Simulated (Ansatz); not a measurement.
Geometry optimisation, RKS B3LYP-D4/cc-pVDZ (Ansatz 0.2.0).

Input file:

```yaml
crystal:
  periodic: [false, false, false]
  atoms:
    - { symbol: B, position_ang: [0.0, 0.0, 0.0] }
    - { symbol: O, position_ang: [0.0, 0.0, 1.76] }
    - { symbol: H, position_ang: [-0.9095, -0.2814, 2.0971] }
    - { symbol: O, position_ang: [1.2211, 0.0, -0.705] }
    - { symbol: H, position_ang: [1.5209, -0.9519, -0.8599] }
    - { symbol: H, position_ang: [-1.0305, 0.0, -0.595] }
    - { symbol: H, position_ang: [0.0668, 1.4124, 0.4698] }
    - { symbol: H, position_ang: [0.0544, 1.1498, 1.3187] }
basis:
  gaussian: { orbitals: cc-pVDZ }
hamiltonian:
  xc: b3lyp
  dispersion: d4
relax:
  f_tol: 0.15
  max_steps: 25
  restrain:
    - { distance: [0, 6], at: 1.19, k: 30.0 }
    - { distance: [7, 1], at: 1.01, k: 30.0 }
    - { distance: [0, 1], at: 2.61, k: 30.0 }
    - { distance: [7, 6], at: 1.86, k: 30.0 }
```

Run as:

```bash
$ ansatz run input.yaml --threads 2 --pin off --max-ram 3072MiB --backend cpu --events-out ev --progress --plain --runs-dir out
```

Problem. Where does it end, and by what steps?

Solution. It converged. The restraints hold the end off the free minimum. After 8 steps the energy has fallen by 2.304 eV (the restraints' own energy left out); H8 moved furthest, 0.57 Å. Parted: B1–O2, H7–H8. Joined: B1–H7.

```
step  energy less start (eV)  largest force component (eV/Å)  accepted
   0                  0.0000                           3.529       yes
   1                 -0.6567                           4.410       yes
   2                 -1.6184                           3.330       yes
   3                 -2.0956                           0.863       yes
   4                 -2.2036                           0.894       yes
   5                 -2.2527                           1.691       yes
   6                 -2.2880                           0.799       yes
   7                 -2.2730                           0.591        no
   8                 -2.3035                           0.737       yes
```

```xyz
8
Properties=species:S:1:pos:R:3
B 0.102 0.372 -0.379
O -0.039 0.013 2.198
H -0.988 -0.179 2.141
O 1.341 -0.056 -0.717
H 1.345 -0.957 -1.069
H -0.892 -0.284 -0.593
H 0.042 1.487 0.061
H 0.013 0.933 1.843
```

Whether the end is a true minimum wasn't checked by a vibrational analysis.

The run took 7.2 s on 2 threads of Intel(R) Xeon(R) Platinum 8488C (Sapphire Rapids) (shared host), peak memory 0.14 GiB.
